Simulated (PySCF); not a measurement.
ethylsilane, optimised at HF/6-31G*:

```xyz
11

C     -1.3198     0.5665    -0.1543
C     -0.3511    -0.6238    -0.0874
Si     1.4584    -0.1348     0.1765
H     -1.2986     1.1471     0.7632
H     -1.0696     1.2360    -0.9718
H     -2.3417     0.2330    -0.3063
H     -0.6482    -1.2947     0.7163
H     -0.4212    -1.2065    -1.0038
H      1.9285     0.7308    -0.9271
H      1.6154     0.6092     1.4454
H      2.3198    -1.3355     0.2286
```

Energies from PySCF (xtb for GFN2), thermal terms from the rigid-rotor harmonic-oscillator model, ideal gas at 1 bar. 6-31G* has spherical d functions here. All species are closed-shell singlets. B3LYP is the form with VWN-RPA correlation.

Problem. List the harmonic frequencies (cm⁻¹, unscaled) at this level and at the other levels, each on its own geometry.

Solution. 
- HF/6-31G*: 139, 235, 253, 557, 637, 742, 834, 1034, 1041, 1043, 1049, 1085, 1132, 1383, 1409, 1564, 1605, 1648, 1652, 2352, 2355, 2366, 3186, 3196, 3218, 3256, 3259
- B3LYP/6-31G*: 135, 221, 234, 515, 594, 690, 776, 942, 956, 959, 990, 1012, 1055, 1280, 1290, 1444, 1490, 1533, 1538, 2232, 2237, 2239, 3037, 3043, 3072, 3104, 3113
- GFN2-xTB: 119, 225, 259, 509, 543, 706, 740, 787, 792, 793, 980, 1021, 1078, 1243, 1293, 1420, 1488, 1512, 1515, 2251, 2255, 2259, 2961, 2977, 3007, 3024, 3031
- PBE/def2-SVP: 145, 214, 225, 494, 577, 672, 739, 890, 911, 915, 956, 958, 1030, 1207, 1208, 1347, 1382, 1424, 1427, 2151, 2157, 2161, 2964, 2971, 3019, 3046, 3053
- PBE0/def2-TZVP: 140, 214, 226, 509, 600, 698, 763, 928, 945, 948, 987, 992, 1055, 1260, 1262, 1408, 1446, 1494, 1498, 2212, 2213, 2217, 3043, 3045, 3084, 3112, 3118
